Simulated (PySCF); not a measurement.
## Adding and removing an electron: CN

r²SCAN; C def2-SVP, N def2-SVP; no relativity (PySCF 2.14). Neutral (UKS): doublet (σ ↑), Re = 1.172 Å, ωe = 2175 cm⁻¹, De = 7.73 eV, HOMO -9.60 eV, LUMO -6.98 eV.

CN⁺ (UKS): triplet (σ ↑, π ↑), Re = 1.234 Å, ωe = 1853 cm⁻¹, De = 5.49 eV to C⁺ + N. The energies at the minima are -92.58698 hartree for CN and -92.07310 for CN⁺.

Work out the adiabatic ionisation energy, without and with harmonic zero-point energies (1 hartree = 27.2114 eV, 1 eV = 8065.5 cm⁻¹), and the change of the bond length.

At r²SCAN: 0.51388 hartree = 13.983 eV between the minima; the zero-point term (1853.0 − 2175.0)/2 cm⁻¹ = -0.020 eV makes it 13.963 eV. Re changes by +6.2 pm against the neutral. The electron leaves a π orbital, and the longer bond of the ion fits a bonding orbital, or a change in how ionic the bond is.

For an ion De counts to the pair picked by the measured ionisation energies or electron affinities, which need not be the lowest pair at this level. States were picked by a PBE0 search and need not be the measured ground states.
